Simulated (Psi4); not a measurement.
Psi4 input (wB97X-D/6-31G*):

```
memory 1500 MB

molecule {
0 1
Si    0.00024600   -0.01101400    1.17211600
Si   -0.00024600    0.01101400   -1.17211600
H    -0.00038100    1.37523900    1.69966300
H    -1.20404700   -0.71203000    1.68030300
H     1.20549100   -0.71075200    1.67980900
H     0.00038100   -1.37523900   -1.69966300
H    -1.20549100    0.71075200   -1.67980900
H     1.20404700    0.71203000   -1.68030300
symmetry c1
no_reorient
no_com
}

set {
  basis 6-31G*
  reference rks
  scf_type pk
  dft_radial_points 99
  dft_spherical_points 590
  e_convergence 1e-8
  d_convergence 1e-7
  maxiter 150
}

e = energy('wb97x-d')
print_out(f'\nFINAL {e:.10f} DIPOLE {variable("CURRENT DIPOLE")[0]:.6f} {variable("CURRENT DIPOLE")[1]:.6f} {variable("CURRENT DIPOLE")[2]:.6f}\n')
```

From the output:

```
      27A      0.303144    28A      0.332328    29A      0.332329
      30A      0.345143    31A      0.358623    32A      0.510737
      33A      0.602613    34A      0.602614    35A      0.689733
      36A      0.754507    37A      0.754507    38A      0.758839
      39A      0.758839    40A      0.779997    41A      0.779998
      42A      0.922868    43A      1.121420    44A      1.227178
      45A      1.227179    46A      1.258797    47A      1.267343
      48A      1.267344    49A      2.928781    50A      3.039052

    Final Occupation by Irrep:
              A
    DOCC [    17 ]
    NA   [    17 ]
    NB   [    17 ]

  @RKS Final Energy:  -582.53334181369451

   => Energetics <=

    Nuclear Repulsion Energy =             90.7430957003934537
    One-Electron Energy =                -986.6341523337855506
    Two-Electron Energy =                 345.0085222884239329
    DFT Exchange-Correlation Energy =     -31.6482769843360714
    Empirical Dispersion Energy =          -0.0025304843902405
    VV10 Nonlocal Energy =                  0.0000000000000000
    Total Energy =                       -582.5333418136945056

Computation Completed

Properties will be evaluated at   0.000000,   0.000000,   0.000000 [a0]

Properties computed using the SCF density matrix

 Multipole Moments:

 ------------------------------------------------------------------------------------
     Multipole            Electronic (a.u.)      Nuclear  (a.u.)        Total (a.u.)
 ------------------------------------------------------------------------------------

 L = 1.  Multiply by 2.5417464519 to convert [e a0] to [Debye]
 Dipole X            :          0.0000000            0.0000000            0.0000000
 Dipole Y            :          0.0000000            0.0000000            0.0000000
 Dipole Z            :          0.0000000            0.0000000            0.0000000
 Magnitude           :                                                    0.0000000

 ------------------------------------------------------------------------------------

FINAL -582.5333418137 DIPOLE 0.000000 0.000000 0.000000

*** Psi4 exiting successfully. Buy a developer a beer!
```

The geometry given is a B3LYP-D3(BJ)/def2-TZVP minimum.
